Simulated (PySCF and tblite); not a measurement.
Results of a calculation; reference values are marked as such.
C₂H₇N, numbered as in [CH3:1][CH2:2][NH2:3].

Search: ETKDG and KDG, MMFF94s, GFN2-xTB, 90 starts; geometries at PBE0-D3(BJ)/def2-SVP. Free energies are PBE0-D3(BJ)/def2-TZVP single points with GFN2-xTB rigid-rotor and vibrational terms (modes under about 100 cm⁻¹ blended into free rotors). Symmetry numbers and mirror images are counted. Conformers within 4 kcal/mol (GFN2-xTB free energy) were kept, 5 at most. Codes: tblite and PySCF.

Torsions listed: C1–C2–N3–H3. Of a mirror pair one member is shown.

```csv
conformer,shape,symmetry
1,-58°,Cs
2,-64°,C1 (pair)
```

(1) Which of these conformers is the most populated at 298.15 K, and with what share?

(2) Give the DFT energies and free energies relative to the lowest, and all weights.

(3) How does its share change from 180 K to 400 K?

Answers

(1) Conformer 2, about 70 %. The lead over the next is within the error of the method.

(2) 
| conformer | shape | E(DFT) kcal/mol | G(298.15 K) kcal/mol | weight % |
| --- | --- | --- | --- | --- |
| 1 | -58° | 0.00 | 0.49 | 30.3 |
| 2 | -64° | 0.10 | 0.00 | 69.7 |

(3) From 70 % to 70 %; the mixing entropy goes from 2.18 to 2.18 cal/(mol K).
